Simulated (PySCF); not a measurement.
## H₂SiO + HCl → SiHCl + H₂O

Level: PBE0 in the def2-TZVP basis family, all electrons, no relativity, computed in PySCF with density fitting; open shells unrestricted.

```tsv
species	state and structure	ZPE (kJ/mol)	H(298 K) − H(0) (kJ/mol)	S° (J/(mol K))
H₂SiO	singlet, C2v, Si–H 1.486 Å (×2), Si–O 1.516 Å; H–Si–H 111.9°, H–Si–O 124.0° (×2)	48.4	10.7	235.0
HCl	singlet, C∞v, H–Cl 1.279 Å	17.9	8.7	186.6
SiHCl	singlet, Cs, Si–Cl 2.077 Å, Si–H 1.529 Å; Cl–Si–H 94.7°	20.1	10.7	251.2
H₂O	singlet, C2v, O–H 0.960 Å (×2); H–O–H 105.1°	56.5	9.9	188.7
```

Question: Is the gas-phase reaction uphill or downhill in electronic energy at this level, and by how much?

Answer: At PBE0/def2-TZVP, ΔE = -5.4 kJ/mol, downhill. 

Question: Add zero-point, thermal and entropy terms for 298.15 K and 1 bar.

Answer: ΔZPE = 10.3 and Δ[H(298) − H(0)] = 1.2 kJ/mol give ΔH° = 6.1 kJ/mol. ΔS° = 18.3 J/(mol K), so ΔG° = 6.1 − 298.15 × (0.0183) = 1 kJ/mol and log₁₀K = -0.1.

Only the bonding shown was studied: isomers, or loss of a ligand pair, can lie lower.
